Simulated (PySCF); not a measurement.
## Working with the constants of NaF

RHF-CCSD(T) constants of NaF, ¹Σ⁺ (singlet), closed shell (PySCF, spin-free X2C with a Gaussian nucleus, basis sets Na x2c-TZVPPall, F x2c-TZVPPall; masses 22.9898 and 18.9984 u):

| Property | Result |
| --- | --- |
| ωe | 545.3 cm⁻¹ |
| ωexe | 3.74 cm⁻¹ |
| Be | 0.43955 cm⁻¹ |
| αe | 0.00466 cm⁻¹ |
| D (centrifugal) | 1.14e-06 cm⁻¹ |
| De to Na + F | 4.62 eV |

Problem. Give the band origin of the fundamental and the first lines of its P and R branches.

Solution. ν0 = ωe − 2ωexe = 537.8 cm⁻¹, B0 = 0.43722, B1 = 0.43256 cm⁻¹.

```json
{"J″": "0", "P(J″) − ν0": "", "R(J″) − ν0": "0.865"}
{"J″": "1", "P(J″) − ν0": "-0.874", "R(J″) − ν0": "1.721"}
{"J″": "2", "P(J″) − ν0": "-1.758", "R(J″) − ν0": "2.567"}
{"J″": "3", "P(J″) − ν0": "-2.651", "R(J″) − ν0": "3.404"}
{"J″": "4", "P(J″) − ν0": "-3.553", "R(J″) − ν0": "4.232"}
{"J″": "5", "P(J″) − ν0": "-4.465", "R(J″) − ν0": "5.050"}
{"J″": "6", "P(J″) − ν0": "-5.385", "R(J″) − ν0": "5.859"}
```

Problem. Near which J would the R branch turn back, without centrifugal distortion?

Solution. At J ≈ (B0 + B1)/(2(B0 − B1)) − 1 ≈ 92.

Correlated steps freeze 2 core orbitals. Where the molecule has an RHF reference, its open-shell atoms are computed with UHF.
